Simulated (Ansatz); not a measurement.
# SiO₂ (quintet): from Hartree-Fock to the top rungs, def2-TZVPP

An exercise on one series of results from a longer session: the logs are not shown, and one member is left open.

Method: def2-TZVPP, core rule «outside noble gas», up to 7 orbitals frozen; program: Ansatz 0.2.0, Gaussian basis.

To be run: UHF; ROHF; CCSD(T) on UHF.

2 further runs of the same task are left out: 2 set aside as unsound or not needed.

**The system**

The geometry is a PBE0/def2-TZVP stationary point (not a proven minimum) of the parent state, kept for this charge and spin.

3 atoms, charge 0, spin multiplicity 5.

Atoms are counted from 1 here; the program's logs count them from 0.

Bond lengths: O1–O2 1.343 Å, O2–Si3 1.710 Å. Angles: O1–O2–Si3 113.5°.

The first run:

Input file in.yaml:

```yaml
crystal:
  periodic: [false, false, false]
  atoms:
    - {symbol: O, position_ang: [0.000000, -0.345870, 1.455845]}
    - {symbol: O, position_ang: [0.000000, 0.564635, 0.468388]}
    - {symbol: Si, position_ang: [0.000000, -0.124623, -1.096174]}
basis:
  gaussian: {orbitals: def2-TZVPP}
magnetization: {spin_polarized: true, initial_magnetization: 4}
hamiltonian: {xc: hf}
output: {orbitals: {seedname: orbitals}}
```

Launch:

```bash
> ansatz run in.yaml --threads 1 --pin off --events-out ev --progress --plain --max-ram 4096MiB --backend cpu
```

Steps of the session up to this table: UHF; ROHF; CCSD(T) on UHF.

One table of the session follows, with a row left open; its other results are not shown here.

```
  method  from UCCSD(T) (meV)
    ROHF             +14379.8
     UHF                    ?
    UMP2              +1330.8
   UCCSD               +653.3
UCCSD(T)                    0
```

**Question.** Estimate the row for UHF.

The run gave: from UCCSD(T) (meV): +14142.8. In the column «from UCCSD(T) (meV)» it lies between UMP2 (+1330.8) and ROHF (+14379.8).
